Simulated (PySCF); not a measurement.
# Molecular orbitals of F₂⁺

LDA at R = 1.287 Å; PySCF, spin-free X2C with a Gaussian nucleus, basis sets F jorge-DZP-DKH. State: ²Πg (doublet), unpaired electrons π ↑. Only the outer orbitals are listed.

```tsv
spin	orbital	occ.	ε (eV)	main shells (%)
α	σg	1	-49.93	87 s, 12 p
α	σu	1	-40.13	98 s
α	σg	1	-29.41	87 p, 13 s
α	πu	1	-27.92	100 p
α	πu	1	-26.68	100 p
α	πg	1	-23.41	100 p
α	πg	1	-22.06	100 p
α	σu	0	-17.22	98 p
β	σg	1	-49.15	87 s, 13 p
β	σu	1	-39.15	98 s
β	σg	1	-28.78	86 p, 14 s
β	πu	1	-26.35	100 p
β	πu	1	-26.17	100 p
β	πg	1	-21.48	100 p
β	πg	0	-21.62	100 p
β	σu	0	-16.52	98 p
```

Which are the highest filled and the lowest empty level, where do they sit, and how wide is the gap?

Highest filled β πg at -21.48 eV (in %: 100 p); lowest empty β πg at -21.62 eV (in %: 100 p); the gap at LDA is -0.14 eV. Both belong to one degenerate shell, split only by its one-sided filling, so this is no excitation gap.

The bond order (Mayer) is 1.43. The ⟨S²⟩ is 0.751.

Counting both spins, an empty level lies below a filled one in this solution, because spin and occupation are held. The state is the lowest determinant that a PBE0 search found; another state may lie lower at other levels.
